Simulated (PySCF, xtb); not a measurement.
CH₃NO, SMILES C(N)=O (connectivity only; charge and spin as stated), charge +1, multiplicity 2. Other conformers were not sampled.

Harmonic wavenumbers (cm⁻¹) from xtb 6.7.1 with GFN2-xTB at its own minimum, in rising order: 450, 511, 634, 773, 1002, 1059, 1261, 1391, 1831, 2249, 3252, 3368.

Task: What does PySCF with TPSSh-D3(BJ)/def2-TZVP give at its own minimum? (Estimate from the structure and the level; the computed values follow.)

Result: 487, 619, 718, 974, 1079, 1184, 1344, 1614, 1677, 2994, 3488, 3600. Paired by order, the mean absolute difference is 192 cm⁻¹ and the zero-point energies are 25.4 and 28.3 kcal/mol.
